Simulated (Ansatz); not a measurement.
```yaml
crystal:
  periodic: [false, false, false]
  atoms:
    - {symbol: B, position_ang: [-0.305112, 0.052077, -0.837444]}
    - {symbol: B, position_ang: [0.389944, -0.185381, 0.690739]}
    - {symbol: Cl, position_ang: [-0.208312, 0.829709, 1.977828]}
    - {symbol: H, position_ang: [-1.217224, -0.280420, -1.113645]}
    - {symbol: H, position_ang: [-1.267224, -0.580420, -1.163645]}
    - {symbol: H, position_ang: [1.269304, -0.983697, 0.932829]}
basis:
  gaussian: {orbitals: aug-cc-pVTZ, final_grid: {core_spheres: 8, valence_spheres: 7, degree: 23}, nuclear_model: gaussian}
hamiltonian: {xc: {name: PBE0-DH}}
```

```sh
$ ansatz run in.yaml --threads 2 --pin off --events-out ev --progress --plain --max-ram 4352MiB
```

Output, abridged:

```
Functional definition: PBE0-DH
1186 factors; integrals over basis functions are off by at most 1.6e-3 eV
mean field evaluation 1: about -13896.3201 eV, gradient 1.9e1 eV
mean field evaluation 2: about -13896.3256 eV, gradient 1.9e1 eV
mean field evaluation 4: about -13897.6504 eV, gradient 3.0e0 eV
mean field evaluation 8: about -13897.6779 eV, gradient 8.2e-2 eV
mean field evaluation 16: about -13897.6780 eV, gradient 2.1e-4 eV
mean field -13897.67800757 eV, -510.7302465937 hartree, gradient 6.6e-6 eV, S^2 0.000000; 0 other end points of the search recorded, 1 dependent functions left out; unrestricted orbitals would lower it
7 core orbitals not correlated: weight in the atoms' cores, before any rotation towards them, 1.000 or more for the frozen orbitals, at most 0.000 for the correlated occupied ones
reference -13897.67803774 eV, -510.7302477023 hartree; 8, 8 occupied and 195, 195 virtual orbitals, 1186 factors
second order -13.59667216 eV of doubles, -0.00000000 eV of singles
Total energy: -13899.37762176 eV, -510.7927062630 hartree
```

In this input one atom was put on top of another. The run converged. The result belongs to that input, not to the molecule as meant.
